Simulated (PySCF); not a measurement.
PySCF input (PBE/def2-TZVPP):

```python
import numpy as np, basis_set_exchange as bse
from pyscf import gto, scf, dft, df, tdscf

basis = {'Cl': gto.basis.parse(bse.get_basis('def2-TZVPP', elements=['Cl'], fmt='nwchem')), 'H': gto.basis.parse(bse.get_basis('def2-TZVPP', elements=['H'], fmt='nwchem'))}
mol = gto.M(
    atom='''
    Cl   -0.00000000   -0.00000000   -0.07122178
    H     0.00000000    0.00000000    1.21077034
    ''',
    basis=basis,
    charge=0,
    verbose=4,
    max_memory=2160,
)
mf = dft.RKS(mol, xc='pbe')
mf.grids.level = 3
mf = mf.density_fit(auxbasis=df.autoaux(mol))
mf.conv_tol = 1e-9
mf.max_cycle = 100
print('smallest overlap eigenvalue', np.linalg.eigvalsh(mol.intor('int1e_ovlp'))[0])
mf.kernel()
dip = mf.dip_moment()
td = tdscf.TDA(mf)
td.nstates = 4
td.kernel()
td.analyze()
osc = td.oscillator_strength()
```

Output:

```
PySCF version 2.14.0

[INPUT] verbose = 4
[INPUT] num. atoms = 2
[INPUT] num. electrons = 18
[INPUT] charge = 0
[INPUT] spin (= nelec alpha-beta = 2S) = 0
[INPUT] symmetry False subgroup None
[INPUT] Mole.unit = angstrom
[INPUT] Symbol           X                Y                Z      unit          X                Y                Z       unit  Magmom
[INPUT]  1 Cl     0.000000000000   0.000000000000  -0.071221780000 AA    0.000000000000   0.000000000000  -0.134589658304 Bohr   0.0
[INPUT]  2 H      0.000000000000   0.000000000000   1.210770340000 AA    0.000000000000   0.000000000000   2.288024342347 Bohr   0.0

nuclear repulsion = 7.01721363594653
number of shells = 20
number of NR pGTOs = 79
number of NR cGTOs = 56
basis = {'Cl': [[0, [69507.990945, 0.00054314897497], [10426.15688, 0.0041990463961], [2373.2334061, 0.021592141679], [671.56420071, 0.084598850094], [218.4199979, 0.24757249724], [77.572249714, 0.47016930228], [28.888815277, 0.37436370716]], [0, [127.10527185, 0.025182166603], [39.339582961, 0.10786112456], [7.6740679989, -0.27408821574]], [0, [3.874562763, 1.3213875014], [1.8385832573, 0.68636955368]], [0, [0.50229057542, 1.0]], [0, [0.1796272342, 1.0]], [1, [666.50423284, 0.0023632663836], [157.6424169, 0.018879300374], [50.262520978, 0.087206341273], [18.536078105, 0.2528561297], [7.2940532777, 0.4350715482]], [1, [2.9433248995, 0.35026513165]], [1, [1.0404970818, 1.0]], [1, [0.3845641508, 1.0]], [1, [0.13069642732, 1.0]], [2, [4.61, 1.0]], [2, [1.011, 1.0]], [2, [0.339, 1.0]], [3, [0.706, 1.0]]], 'H': [[0, [34.061341, 0.0060251978], [5.1235746, 0.045021094], [1.1646626, 0.20189726]], [0, [0.32723041, 1.0]], [0, [0.10307241, 1.0]], [1, [1.407, 1.0]], [1, [0.388, 1.0]], [2, [1.057, 1.0]]]}
ecp = {}
ETB for Cl: l = 0, exps = 0.26139285464 * 1.8^n , n = 0..16
ETB for Cl: l = 1, exps = 0.26139285464 * 1.8^n , n = 0..14
ETB for Cl: l = 2, exps = 0.26139285464 * 1.8^n , n = 0..13
ETB for Cl: l = 3, exps = 0.46969642732000005 * 2.2^n , n = 0..7
ETB for Cl: l = 4, exps = 0.678 * 2.2^n , n = 0..4
ETB for H: l = 0, exps = 0.20614482 * 1.8^n , n = 0..10
ETB for H: l = 1, exps = 0.49107241 * 2^n , n = 0..3
ETB for H: l = 2, exps = 0.776 * 2.2^n , n = 0..2
ETB for H: l = 3, exps = 1.4449999999999998 * 2.2^n , n = 0..1
smallest overlap eigenvalue 0.004013104311542752

******** <class 'pyscf.df.df_jk.DFRKS'> ********
method = DFRKS
initial guess = minao
damping factor = 0
level_shift factor = 0
DIIS = <class 'pyscf.scf.diis.CDIIS'>
diis_start_cycle = 1
diis_space = 8
diis_damp = 0
SCF conv_tol = 1e-09
SCF conv_tol_grad = None
SCF max_cycles = 100
direct_scf = False
XC library pyscf.dft.libxc version 7.1.2
    S. Lehtola, C. Steigemann, M. J. T. Oliveira, and M. A. L. Marques,  SoftwareX 7, 1–5 (2018)
XC functionals = pbe
    J. P. Perdew, K. Burke, and M. Ernzerhof,  Phys. Rev. Lett. 77, 3865 (1996)
    J. P. Perdew, K. Burke, and M. Ernzerhof,  Phys. Rev. Lett. 78, 1396 (1997)
    J. P. Perdew, K. Burke, and M. Ernzerhof,  Phys. Rev. Lett. 77, 3865 (1996)
    J. P. Perdew, K. Burke, and M. Ernzerhof,  Phys. Rev. Lett. 78, 1396 (1997)
radial grids:
    Treutler-Ahlrichs [JCP 102, 346 (1995); DOI:10.1063/1.469408] (M4) radial grids

becke partition: Becke, JCP 88, 2547 (1988); DOI:10.1063/1.454033
pruning grids: <function nwchem_prune>
grids dens level: 3
symmetrized grids: False
atomic radii adjust function: <function treutler_atomic_radii_adjust>
small_rho_cutoff = 0
Set gradient conv threshold to 3.16228e-05
Initial guess from minao.
tot grids = 28688
init E= -460.590601929721
  HOMO = -0.340135307778449  LUMO = -0.0315547004098811  gap/eV = 8.39691
cycle= 1 E= -460.615720343561  delta_E= -0.0251  |g|= 0.197  |ddm|= 0.817
  HOMO = -0.249582118069126  LUMO = -0.015766436398291  gap/eV = 6.36245
cycle= 2 E= -460.610416452893  delta_E= 0.0053  |g|= 0.259  |ddm|= 0.434
  HOMO = -0.287867531179489  LUMO = -0.0235930806658473  gap/eV = 7.19127
cycle= 3 E= -460.627312878356  delta_E= -0.0169  |g|= 0.0265  |ddm|= 0.231
  HOMO = -0.291483149252089  LUMO = -0.0252973581197011  gap/eV = 7.24328
cycle= 4 E= -460.627392570362  delta_E= -7.97e-05  |g|= 0.012  |ddm|= 0.0202
  HOMO = -0.290817963095844  LUMO = -0.0244682927530029  gap/eV = 7.24774
cycle= 5 E= -460.627421744265  delta_E= -2.92e-05  |g|= 0.00134  |ddm|= 0.00779
  HOMO = -0.290924464602151  LUMO = -0.0246047978721222  gap/eV = 7.24693
cycle= 6 E= -460.627422193638  delta_E= -4.49e-07  |g|= 7.23e-05  |ddm|= 0.000985
  HOMO = -0.290918938002839  LUMO = -0.0245942005107018  gap/eV = 7.24707
cycle= 7 E= -460.627422195482  delta_E= -1.84e-09  |g|= 4.95e-06  |ddm|= 7.41e-05
  HOMO = -0.290919471250897  LUMO = -0.0245951839707921  gap/eV = 7.24705
cycle= 8 E= -460.62742219549  delta_E= -8.01e-12  |g|= 4.96e-07  |ddm|= 5.78e-06
  HOMO = -0.290919352318746  LUMO = -0.0245950278517597  gap/eV = 7.24705
Extra cycle  E= -460.627422195489  delta_E= 6.25e-13  |g|= 4.46e-07  |ddm|= 7.44e-07
converged SCF energy = -460.627422195489
Dipole moment(X, Y, Z, Debye): -0.00000,  0.00000,  1.17632

******** <class 'pyscf.tdscf.rks.TDA'> for <class 'pyscf.df.df_jk.DFRKS'> ********
nstates = 4 singlet
deg_eia_thresh = 1.000e-03
wfnsym = None
conv_tol = 1e-05
eigh lindep = 1e-12
eigh level_shift = 0
eigh max_cycle = 100
chkfile = tmpvqse78jl

Excitation energies (eV)
[ 7.56823439  7.56823439 12.2894896  12.35087776]

** Singlet excitation energies and oscillator strengths **
Excited State   1:      7.56823 eV    163.82 nm  f=0.0117
       9 -> 10        0.70452
Excited State   2:      7.56823 eV    163.82 nm  f=0.0117
       8 -> 10       -0.70452
Excited State   3:     12.28949 eV    100.89 nm  f=0.4447
       7 -> 10        0.66720
       7 -> 11        0.15252
       8 -> 12       -0.10561
       9 -> 13       -0.10561
Excited State   4:     12.35088 eV    100.38 nm  f=0.0865
       9 -> 11       -0.69859

** Transition electric dipole moments (AU) **
state          X           Y           Z        Dip. S.      Osc.
  1         0.2465     -0.0492     -0.0000      0.0632      0.0117
  2        -0.0492     -0.2465     -0.0000      0.0632      0.0117
  3        -0.0000      0.0000      1.2153      1.4770      0.4447
  4        -0.5233      0.1096     -0.0000      0.2859      0.0865

** Transition velocity dipole moments (imaginary part, AU) **
state          X           Y           Z        Dip. S.      Osc.
  1         0.1392     -0.0278      0.0000      0.0202      0.0483
  2        -0.0278     -0.1392     -0.0000      0.0202      0.0483
  3        -0.0000      0.0000      0.4310      0.1857      0.2742
  4        -0.1552      0.0325     -0.0000      0.0252      0.0369

** Transition magnetic dipole moments (imaginary part, AU) **
state          X           Y           Z
  1        -0.0623     -0.3117     -0.0000
  2        -0.3117      0.0623     -0.0000
  3        -0.0000      0.0000     -0.0000
  4        -0.0562     -0.2685     -0.0000
```
